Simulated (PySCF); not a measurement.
**Static response to an electric field**

Compound: BH2(OH).
Geometry (PBE0-D3(BJ)/def2-SVP, Å), atoms numbered from 1 in this order:
```xyz
5
BH3O angstrom
B      0.2774    0.2896   -0.1136
H      1.4432    0.4001   -0.4136
H     -0.4808    1.2382   -0.0777
O     -0.1523   -0.9486    0.1886
H     -1.0875   -0.9793    0.4164
```

Level: CAM-B3LYP/def2-SVPD (PySCF), static field, nuclei fixed, core orbitals frozen in the response. The polarisability tensor in these axes (au):

```
x   22.97  0.90 -1.49
y    0.90 23.16 -1.13
z   -1.49 -1.13 17.95
```

Give the principal values, the mean and the anisotropy Δα = √{½[(α1 − α2)² + (α2 − α3)² + (α1 − α3)²]}.

Principal values 17.41, 22.18 and 24.49 au; mean 21.36 au = 3.17 Å³ = 3.52 × 10⁻⁴⁰ C²·m²/J; Δα = 6.25 au (29 % of the mean).

What is the dipole moment, and where does it point?

(-1.55, 0.14, 0.34) D, 1.60 D in size, pointing from the negative to the positive side. Measured along this direction, the outermost atoms are H2 at the negative end and H5 at the positive end.

Refractivity n − 1 of an ideal gas of it at 273.15 K and 1 atm, from the electronic α?

N = p/kT = 2.6868 × 10¹⁹ cm⁻³, so n − 1 = 2π × N × 3.17 × 10⁻²⁴ cm³ = 534 × 10⁻⁶ at long wavelengths, for an ideal gas.

Form Σ f/ω² (atomic units) for the 10 lowest TDDFT singlets, given as eV and f, and set it beside the mean polarisability, which is this sum over all singlets: 6.45, 0.0000; 7.91, 0.0058; 9.17, 0.0136; 9.21, 0.0799; 9.39, 0.0531; 9.57, 0.1389; 10.23, 0.0196; 10.53, 0.1219; 10.74, 0.0033; 10.77, 0.1704.

They add up to 4.52 au, 21.1 % of the 21.36 au; the largest single term is 1.12 au, from the state at 9.57 eV. Terms in order: 0.00, 0.07, 0.12, 0.70, 0.45, 1.12, 0.14, 0.81, 0.02, 1.09 au. Higher excitations give the rest. The strengths listed sum to 0.607.

Rayleigh depolarisation ratio (linearly polarised light, static tensor)?

ρ = 3Δα²/(45ᾱ² + 4Δα²) = 117.3/(20529 + 156.4) = 0.00567.

Give the principal axes and the span of the nuclei along them.

Largest value along (0.67, 0.69, -0.27), where the nuclei span 2.88 Å; middle along (-0.70, 0.71, 0.06), 1.96 Å; least along (0.23, 0.15, 0.96), 0.00 Å. The response follows the extents in order.

Orientational against electronic polarisability at 273 K (dilute gas, rigid molecules)?

In Gaussian units μ²/3kT = 22.50 Å³ against 3.17 Å³, a ratio of 7.11; the Debye molar polarisation (4π/3)N_A(α + μ²/3kT) is 64.8 cm³/mol, leaving out the vibrational part.

One conformer (not necessarily the lowest) at the PBE0-D3(BJ)/def2-SVP geometry, without solvent, vibrations or thermal averaging.

The run behind these numbers computed excited states as well. Hardware: one thread of an x86-64 server, no GPU, shared host. Cost: 2.6 s wall.
